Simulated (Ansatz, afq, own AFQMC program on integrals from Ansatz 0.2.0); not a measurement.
# AFQMC, coupled cluster and functionals along a coordinate of CH5Al, singlet

```json
{"atom": "Al", "x (Å)": "0.0000", "y (Å)": "0.0002", "z (Å)": "0.6566"}
{"atom": "C", "x (Å)": "0.0000", "y (Å)": "-0.0066", "z (Å)": "-1.2942"}
{"atom": "H", "x (Å)": "0.0000", "y (Å)": "1.3841", "z (Å)": "1.4409"}
{"atom": "H", "x (Å)": "0.0000", "y (Å)": "-1.3526", "z (Å)": "1.4928"}
{"atom": "H", "x (Å)": "0.0000", "y (Å)": "-1.0105", "z (Å)": "-1.7238"}
{"atom": "H", "x (Å)": "-0.8749", "y (Å)": "0.5268", "z (Å)": "-1.6821"}
{"atom": "H", "x (Å)": "0.8749", "y (Å)": "0.5268", "z (Å)": "-1.6821"}
```

All coordinates are scaled about the centre. Energies in eV count from this geometry (1.000) at the same level; the start stands on RHF, each point on the determinant named.

Basis 6-31G. Noble-gas cores (and the filled d shells of Ga–Kr and In–Xe) are frozen. AFQMC by an in-house program on the Cholesky factors that Ansatz 0.2.0 writes for its CCSD(T) run. ph-AFQMC/CISD is guided by a CISD state made of CCSD amplitudes; releasing the constraint for a short imaginary time cuts its bias at the price of noise, slowly where states lie close. ± is one standard error of the sampling.

Cautions, each for one point or more: an unrestricted solution with more broken spin lies lower, while this determinant keeps restricted orbitals; higher spins were not checked; restricted determinant unstable towards unrestricted; strong correlation; the ph-AFQMC/CISD walk drifts between its halves; the search met a lower determinant of the same kind, perhaps of another symmetry; unrestricted determinant spin contaminated; walk and cluster series may follow different spin states.

```
scale of all distances  det.     T1  weight  ⟨S²⟩    CCSD    B3LYP  CCSD(T)
                 0.866   RHF  0.008    0.93  pure   3.739    3.351    3.759
                 1.126   RHF  0.011    0.89  pure   1.041    1.297    1.008
                 1.325  UHF‡  0.018    0.82  0.00   5.815    6.392    5.674
                 1.482   RHF  0.026    0.73  pure   9.920   10.751    9.604
                 2.361  UHF¶  0.066    0.59  3.82  18.444  20.524§   18.449
```

Estimate the curve of phaseless AFQMC with a CISD trial, counted from the same start.


```
scale of all distances  det.     T1  weight  ⟨S²⟩   ph-AFQMC/CISD  released AFQMC  CCSDT(Q)
                 0.866   RHF  0.008    0.93  pure   3.761 ± 0.008   3.764 ± 0.008         –
                 1.126   RHF  0.011    0.89  pure   0.987 ± 0.013   1.012 ± 0.013     1.000
                 1.325  UHF‡  0.018    0.82  0.00   5.671 ± 0.023  5.680 ± 0.024*     5.640
                 1.482   RHF  0.026    0.73  pure   9.646 ± 0.040               –     9.521
                 2.361  UHF¶  0.066    0.59  3.82  18.414 ± 0.024               –         –
```

Weight is that of the determinant in the CISD state; at the start T1 is 0.009 and the weight 0.92. ¶ marks points with a poor determinant and no full CI, where no value is sure; they don't count among the departures. An asterisk marks released energies that aren't shown to be converged. A double dagger marks points where the walks on two determinants ended up to 0.057 eV apart; the lower is shown. A dash marks a missing value, a released energy that hasn't settled or a functional that sits on another state. § marks a functional whose ⟨S²⟩ is too high by over 0.1. Largest departures from phaseless AFQMC with a CISD trial: CCSD(T) -0.042 eV at 1.482 (on RHF) (within the noise), released AFQMC 0.026 eV at 1.126 (on RHF) (within the noise), CCSDT(Q) -0.124 eV at 1.482 (on RHF), CCSD 0.274 eV at 1.482 (on RHF), B3LYP 1.105 eV at 1.482. The walk's constraint bias lies outside its error bars, so these are departures and not errors. Functionals count only at points shown to share the start's state and spin. In this small basis the wave-function levels are far from their limit, so their gap to the functionals isn't the functionals' error.

CCSDT and higher add their correlation energy to the determinant of the CCSD(T) run, since their own runs factorise the integrals more tightly (a shift of under 2 meV). A walk keeps the symmetry of its determinant, which the program's search chose and which needn't be the lowest solution, so a lower state of the same spin and another symmetry isn't excluded.
